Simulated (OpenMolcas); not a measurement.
How methods differ on AlHCl2 (SMILES [Cl][AlH][Cl])

The species is AlHCl2 (4 atoms), meant as a singlet with charge 0. As SMILES, `[Cl][AlH][Cl]`. Geometry: a GFN2-xTB relaxation, a rough one for these elements and not checked as a minimum.

```xyz
4

Cl   -1.2355    0.6985    1.3817
Al    0.0743    0.0537   -0.0186
Cl   -0.1211   -1.6803   -1.0423
H     1.2823    0.9281   -0.3208
```

Quantity: the energy change with the Al2–H4 bond stretched from 1.522 to 2.282 Å, in eV. The values are calculated.

```
                     level                   kind     program  value (eV)  less FCI/STO-3G  CPU time (all runs)
 SVWN5/STO-3G (restricted)                    LDA  OpenMolcas        2.92            +0.03                6.3 s
   PBE/STO-3G (restricted)                    GGA  OpenMolcas        2.83            -0.06                7.5 s
r2SCAN/STO-3G (restricted)               meta-GGA  OpenMolcas        3.06            +0.17                8.3 s
 B3LYP/STO-3G (restricted)          global hybrid  OpenMolcas        3.07            +0.18                7.2 s
B2PLYP/STO-3G (restricted)          double hybrid  OpenMolcas        3.24            +0.35                  7 s
   MP2/STO-3G (restricted)    perturbation theory  OpenMolcas        3.43            +0.54                3.2 s
          MRCI(2,2)/STO-3G         multireference  OpenMolcas        2.90            +0.01                3.5 s
  CISD/STO-3G (restricted)  coupled cluster or CI  OpenMolcas        2.97            +0.08                3.4 s
                FCI/STO-3G     exact in the basis  OpenMolcas        2.89             0.00              3.1 min
```

FCI/STO-3G is exact within its basis and frozen core, so for wave-function methods in that basis the difference is their error; functionals converge differently with the basis, so for them it is only a difference. The first shape isn't each level's own minimum. The values span 2.83 to 3.43 eV. All rows use very small basis sets, so even the best lies far from the true value. Times are those of the runs behind each value, whatever else they computed, on shared processors of several kinds: orders of magnitude only.
